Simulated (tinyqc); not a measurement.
Pariser-Parr-Pople SCF with singles CI, for the molecule C=C1C=CC=C1 (SMILES; centres numbered as the heavy atoms are written), step by step. One step of it, computed by the program tinyqc.

Question. PPP integrals. Mataga-Nishimoto: gamma = 14.399645/(R + a), a = 2 x 14.399645/(gamma_rr + gamma_ss); H_rr = -W_r - sum_(s != r) z_s gamma_rs; H_rs = beta for bonds.

Centres (angstrom, eV; a flat drawing with bonds scaled to 1.40 angstrom):
```
centre          x          y  core charge z          W   gamma_rr
1C       2.159000   0.000000              1  11.160000  11.130000
2C       0.759000   0.000000              1  11.160000  11.130000
3C      -0.064000   1.133000              1  11.160000  11.130000
4C      -1.395000   0.700000              1  11.160000  11.130000
5C      -1.395000  -0.700000              1  11.160000  11.130000
6C      -0.064000  -1.133000              1  11.160000  11.130000
```

Resonance integrals (eV):
```
i  j       beta
1  2  -2.390000
2  3  -2.390000
3  4  -2.390000
4  5  -2.390000
5  6  -2.390000
6  2  -2.390000
```

Give: repulsion gamma_rs; core matrix H.

Answer.

repulsion gamma_rs (eV), lower triangle:
```
         1C       2C       3C       4C       5C       6C
1C  11.1300
2C   5.3455  11.1300
3C   3.8005   5.3448  11.1300
4C   2.9291   4.0464   5.3462  11.1300
5C   2.9291   4.0464   4.0459   5.3455  11.1300
6C   3.8005   5.3448   4.0451   4.0459   5.3462  11.1300
```

core matrix H (eV), lower triangle:
```
          1C        2C        3C        4C        5C        6C
1C  -29.9648
2C   -2.3900  -35.2879
3C    0.0000   -2.3900  -33.7426
4C    0.0000    0.0000   -2.3900  -32.8732
5C    0.0000    0.0000    0.0000   -2.3900  -32.8732
6C    0.0000   -2.3900    0.0000    0.0000   -2.3900  -33.7426
```
